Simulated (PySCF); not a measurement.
Coordinates in bohr (charge 0 multiplicity 2):
```
Al    0.0000    0.0000    0.0000
F     0.0000    0.0000    3.1292
F     0.0000    0.0000   -3.1292
```

Method: PySCF, UPBE0, basis Al def2-TZVP, F def2-TZVP (no relativity, density fitting).

This geometry of AlF2 is a stationary point at this level.

Task: What is the point group?

Result: D∞h.

Task: Is it a minimum?

Result: No: it has 2 imaginary modes (one degenerate set), at 301i cm⁻¹ (πu).

Task: List the harmonic modes with their infrared intensities.

Result: 
| symmetry | ω (cm⁻¹) | IR (km/mol, summed over degenerate members) | type |
| --- | --- | --- | --- |
| πu | 301i | – | bend |
| σg+ | 610 | 0.0 | stretch |
| σu+ | 933 | 215 | stretch |

Task: What are the dipole moment and the gap between the highest occupied and lowest empty levels of either spin?

Result: 0.00 D and 3.01 eV.

Task: Give the atomic charges and bond orders.

Result: 
```json
{"atom": "Al1", "Mulliken": "0.56", "Löwdin": "0.08", "polar tensor": "0.37", "spin (Mulliken)": "0.95", "Mayer order to Al1": "–"}
{"atom": "F2,3", "Mulliken": "-0.28", "Löwdin": "-0.04", "polar tensor": "-0.19", "spin (Mulliken)": "0.02", "Mayer order to Al1": "1.14"}
```

In D∞h the vibrations span πu + σg+ + σu+. The σg+ mode carries no infrared intensity, as symmetry demands. With a centre of inversion only u modes can be infrared active and only g modes Raman active.

This need not be the most stable arrangement of these atoms. At this level a doublet minimum of C2v symmetry lies 63 kJ/mol below this structure.
